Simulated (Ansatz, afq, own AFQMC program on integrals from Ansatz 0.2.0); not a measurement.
# NH$_{2}$O, doublet: AFQMC among the cluster methods

```csv
atom,x (Å),y (Å),z (Å)
N,0.0000,0.0000,0.5984
O,0.0000,0.0000,-0.6635
H,0.0000,0.8762,1.1083
H,0.0000,-0.8762,1.1083
```

Connectivity, by distances: NH2–O.

Basis cc-pVDZ. Only valence electrons are correlated. Integrals, coupled cluster, full CI and functionals: Ansatz 0.2.0; the random walks run on the same integrals in our own AFQMC program. ph-AFQMC/CISD is guided by a CISD state made of CCSD amplitudes; releasing the constraint for a short imaginary time cuts its bias at the price of noise, slowly where states lie close. Uncertainties: one standard error, sampling alone.

Determinant: UHF, the one that the program's search chose, which needn't be the lowest solution. The geometry is a PBE0/def2-TZVP stationary point of this or a neighbouring charge and spin state.

No full CI on the walks' own integrals is used here. The released AFQMC energy serves as the reference, which it does only where one determinant dominates, the energy is flat over the last release times and near the phaseless one (40 meV or 2 meV an electron, half that with transition metals). On small molecules, where full CI could be run and the noise was under 10 meV, such values lay within 10 meV of it in 19 cases of 20, a flattering rate, since the rule was set on those same cases; what remains of the bias isn't in the error bar.

Cautions: the released value is read at 2.40 1/Eh with a noise of 22 meV, more than in the cases checked (meV from the phaseless value at times in 1/Eh: 9 ± 19 at 0.24, -9 ± 13 at 0.51, -20 ± 15 at 0.99, -34 ± 21 at 1.62, -37 ± 22 at 2.40).

```
T1 diagnostic                               : 0.0212
weight of the determinant in the CISD state : 0.895
⟨S²⟩ of the determinant                     : 0.762
size of the correlated space                : 13 electrons in 36 orbitals
```

```csv
level,correlation energy (eV)
MP2,-9.0250
CCSD,-9.5820
CCSD(T),-9.8031
```

Problem. Estimate where phaseless AFQMC with the Hartree–Fock trial lies against CCSD(T) on the same integrals.

Solution. 14.2 ± 6.6 kJ/mol below CCSD(T).

Reference: AFQMC with the constraint released, correlation energy -9.865 ± 0.022 eV.

```tsv
level	E − E(reference) (kJ/mol)	share of correlation (%)
CCSD(T)	6.0 ± 2.1	99.37
ph-AFQMC/HF	-8.2 ± 7.0	100.86
ph-AFQMC/CISD	3.6 ± 2.7	99.62
```

A walk keeps the symmetry of its determinant, which the program's search chose and which needn't be the lowest solution, so a lower state of the same spin and another symmetry isn't excluded. Released energies are given only where the last usable release times agree within the noise; a slower fall can still hide under it.
